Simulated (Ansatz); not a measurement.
bcc Na was calculated with HSE06 (Ansatz, a quantum-chemistry and plane-wave program, PAW).

A relaxed, unreconstructed slab of the (110) face has 4 atoms, two equal faces of 12.623 Å² each and an energy of -5945.8488 eV. A bulk cell of 2 atoms with the same orientation and in-plane k mesh has -2973.0955 eV. Energies are extrapolated to zero smearing.

Numerical settings: plane-wave cutoff 500 eV, 8×8×1 k mesh (along the axes of the cell as run), Fermi–Dirac smearing 0.1 eV, scalar-relativistic PAW data made under PBE.

Worked out: γ = (E_slab − N E_bulk per atom)/2A = [-5945.8488 − 4 × (-2973.0955/2)]/(2 × 12.623) = 0.0136 eV/Å². With 16.022 J/m² per eV/Å² this is 0.22 J/m², or 0.17 eV per surface cell and face.

Note: exact exchange on metals is sensitive to the k mesh and can open a false gap; the run warned that its exchange threshold was loose for the stress.
